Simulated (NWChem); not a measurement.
The numbers come from NWChem runs, not from measurements. System: dimethylamine (C$_{2}$H$_{7}$N), charge 0, spin multiplicity 1, at a geometry optimised with PBE0/def2-SVP. Level: B3LYP/6-311G** (spherical d), VWN1-RPA local correlation.

NWChem printed:

```
             Northwest Computational Chemistry Package (NWChem) 7.3.0
             --------------------------------------------------------

                                NWChem Input Module
                                -------------------

 Scaling coordinates for geometry "geometry" by  1.889725989
 (inverse scale =  0.529177249)

 Turning off AUTOSYM since
 SYMMETRY directive was detected!

                             Geometry "geometry" -> ""
                             -------------------------

 Output coordinates in angstroms (scale by  1.889725989 to convert to a.u.)

  No.       Tag          Charge          X              Y              Z
 ---- ---------------- ---------- -------------- -------------- --------------
    1 C                    6.0000     0.01837700     0.21673500    -1.20726200
    2 N                    7.0000    -0.14001000    -0.55144500     0.00000000
    3 C                    6.0000     0.01837700     0.21673500     1.20726200
    4 H                    1.0000     0.98611800     0.76243900    -1.28861200
    5 H                    1.0000    -0.78151300     0.97329500    -1.27862000
    6 H                    1.0000    -0.07538000    -0.43607400    -2.08862100
    7 H                    1.0000     0.50110000    -1.34002500     0.00000000
    8 H                    1.0000     0.98611800     0.76243900     1.28861200
    9 H                    1.0000    -0.07538000    -0.43607400     2.08862100
   10 H                    1.0000    -0.78151300     0.97329500     1.27862000

 Effective nuclear repulsion energy (a.u.)      84.2929050501

            Nuclear Dipole moment (a.u.)
            ----------------------------
        X                 Y               Z
 ---------------- ---------------- ----------------
     0.0000075589    -0.0000000000     0.0000000000

      Symmetry information
      --------------------

 Group name             Cs
 Group number              2
 Group order               2
 No. of unique centers     6

      Symmetry unique atoms

     1    2    4    5    6    7


 Summary of "ao basis" -> "" (spherical)
 ------------------------------------------------------------------------------
       Tag                 Description            Shells   Functions and Types
 ---------------- ------------------------------  ------  ---------------------
 *                          6-311g**                  on all atoms

                                 NWChem DFT Module
[...]
              MO Center=  1.5D-02, -4.9D-02, -1.2D-12, r^2= 3.4D+00
   Bfn.  Coefficient  Atom+Function         Bfn.  Coefficient  Atom+Function
  ----- ------------  ---------------      ----- ------------  ---------------
     9      0.197697   1 C  pz               45      0.197697   3 C  pz
    68     -0.185397   6 H  s                86      0.185397   9 H  s
    27     -0.147208   2 N  pz               13      0.142228   1 C  pz
    49      0.142228   3 C  pz                5      0.135175   1 C  pz
    41      0.135175   3 C  pz               67     -0.128564   6 H  s

 Vector   13  Occ=2.000000D+00  E=-2.192952D-01  Symmetry=a'
              MO Center= -9.9D-02, -3.1D-01,  1.5D-15, r^2= 1.9D+00
   Bfn.  Coefficient  Atom+Function         Bfn.  Coefficient  Atom+Function
  ----- ------------  ---------------      ----- ------------  ---------------
    29      0.389597   2 N  px               25      0.329874   2 N  px
    21      0.234042   2 N  px               28     -0.197202   2 N  s
    30      0.188937   2 N  py               56     -0.150810   4 H  s
    80     -0.150810   8 H  s                57     -0.144338   4 H  s
    81     -0.144338   8 H  s                24     -0.140558   2 N  s

 Vector   14  Occ=0.000000D+00  E= 4.157946D-02  Symmetry=a'
              MO Center=  4.3D-01, -2.6D-01,  5.8D-14, r^2= 6.5D+00
   Bfn.  Coefficient  Atom+Function         Bfn.  Coefficient  Atom+Function
  ----- ------------  ---------------      ----- ------------  ---------------
    10      1.153094   1 C  s                46      1.153094   3 C  s
    75     -0.715248   7 H  s                69     -0.527385   6 H  s
    87     -0.527385   9 H  s                57     -0.523051   4 H  s
    81     -0.523051   8 H  s                28      0.395146   2 N  s
    63     -0.361445   5 H  s                93     -0.361445  10 H  s

 Vector   15  Occ=0.000000D+00  E= 7.494214D-02  Symmetry=a'
              MO Center= -1.1D-01,  1.9D-02, -1.2D-13, r^2= 6.7D+00
   Bfn.  Coefficient  Atom+Function         Bfn.  Coefficient  Atom+Function
  ----- ------------  ---------------      ----- ------------  ---------------
    75      1.102280   7 H  s                63     -0.884353   5 H  s
    93     -0.884353  10 H  s                28     -0.674546   2 N  s
    10      0.628229   1 C  s                46      0.628229   3 C  s
    57     -0.406443   4 H  s                81     -0.406443   8 H  s
    12      0.385047   1 C  py               48      0.385047   3 C  py

 Vector   16  Occ=0.000000D+00  E= 8.165575D-02  Symmetry=a"
              MO Center=  6.4D-02,  1.4D-01,  2.5D-13, r^2= 8.7D+00
   Bfn.  Coefficient  Atom+Function         Bfn.  Coefficient  Atom+Function
  ----- ------------  ---------------      ----- ------------  ---------------
    10      1.381895   1 C  s                46     -1.381895   3 C  s
    69     -0.931852   6 H  s                87      0.931852   9 H  s
    57     -0.615947   4 H  s                81      0.615947   8 H  s
    63     -0.559610   5 H  s                93      0.559610  10 H  s
    13     -0.293443   1 C  pz               49     -0.293443   3 C  pz

 center of mass
 --------------
 x =  -0.03162395 y =  -0.05247256 z =  -0.00000000

 moments of inertia (a.u.)
 ------------------
         217.977333867197          -1.884102152137           0.000000000000
          -1.884102152137         193.339280793479           0.000000000000
           0.000000000000           0.000000000000          51.247230965868

     Multipole analysis of the density
     ---------------------------------

     L   x y z        total         alpha         beta         nuclear
     -   - - -        -----         -----         ----         -------
     0   0 0 0     -0.000000    -13.000000    -13.000000     26.000000

     1   1 0 0      0.353708      0.176850      0.176850      0.000008
     1   0 1 0      0.013598      0.006799      0.006799     -0.000000
     1   0 0 1     -0.000000     -0.000000     -0.000000      0.000000

     2   2 0 0    -16.322957    -14.536043    -14.536043     12.749129
     2   1 1 0     -1.458352     -0.666558     -0.666558     -0.125236
     2   1 0 1     -0.000000     -0.000000     -0.000000      0.000000
     2   0 2 0    -15.231856    -21.767254    -21.767254     28.302651
     2   0 1 1     -0.000000     -0.000000     -0.000000      0.000000
     2   0 0 2    -14.846508    -65.998054    -65.998054    117.149600

 Task  times  cpu:        2.9s     wall:        2.9s

 Total times  cpu:        2.9s     wall:        2.9s
```

**Question.** Write an NWChem input that would produce this output.

**Answer.** Several could match; the one computed here: 
```
start mol
memory heap 200 mb stack 900 mb global 1100 mb
geometry units angstroms nocenter noautoz
  C      0.018377     0.216735    -1.207262
  N     -0.140010    -0.551445     0.000000
  C      0.018377     0.216735     1.207262
  H      0.986118     0.762439    -1.288612
  H     -0.781513     0.973295    -1.278620
  H     -0.075380    -0.436074    -2.088621
  H      0.501100    -1.340025     0.000000
  H      0.986118     0.762439     1.288612
  H     -0.075380    -0.436074     2.088621
  H     -0.781513     0.973295     1.278620
  symmetry group Cs
end
basis spherical
  * library 6-311g**
end
dft
  xc b3lyp
  semidirect memsize 60000000 filesize 0
  iterations 100
end
task dft energy
```
